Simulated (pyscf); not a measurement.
Structures and frequencies: ωB97X-D3(BJ)/def2-SVP in PySCF. Correlated levels are frozen-core, on RHF or UHF. ΔMP2 is the change of the MP2 total energy from the triple- to the quadruple-zeta basis.

### Question
Estimate the classical barrier height and the reaction energy of O=B–OH + NH₃ → H₂O + H₂N–B=O at CCSD(T)/def2-TZVPP + ΔMP2(QZVPP). The step runs on the singlet surface, breaks B–O, H–N and forms H–O, B–N; take the separated reactants as zero.

### Answer
ΔE‡ = 23.6 kcal/mol, ΔE = +4.2 kcal/mol. Zero-point energy shifts the barrier by +0.7 kcal/mol. It is a four-centre exchange, with an imaginary mode of 1319i cm⁻¹. On the reactant side the descent ends in an adduct with a B–N contact, 17.2 kcal/mol under the separated species and 38.4 kcal/mol under the saddle at ωB97X-D3(BJ)/def2-TZVP. On the product side the descent ends in a complex (not fully relaxed), 7.6 kcal/mol under the separated species and 24.5 kcal/mol under the saddle at ωB97X-D3(BJ)/def2-TZVP. What is counted as formed (B–N) is already present as a longer contact in the reactant adduct; forming that adduct is a step of its own. The products may also form a dative adduct at H₂N–B=O; it and routes through it were not searched. At ωB97X-D3(BJ) the barrier from the zero used here is 21.3 kcal/mol. The same reactants have a lower exit, to H₂N–B(OH)–OH (barrier +5.5 kcal/mol at ωB97M-D3(BJ), against +21.4 kcal/mol here). This is the saddle that the search found; another between the same sides may lie lower. The CCSD(T) − MP2 part came from Ansatz, without density fitting, on the same reference.
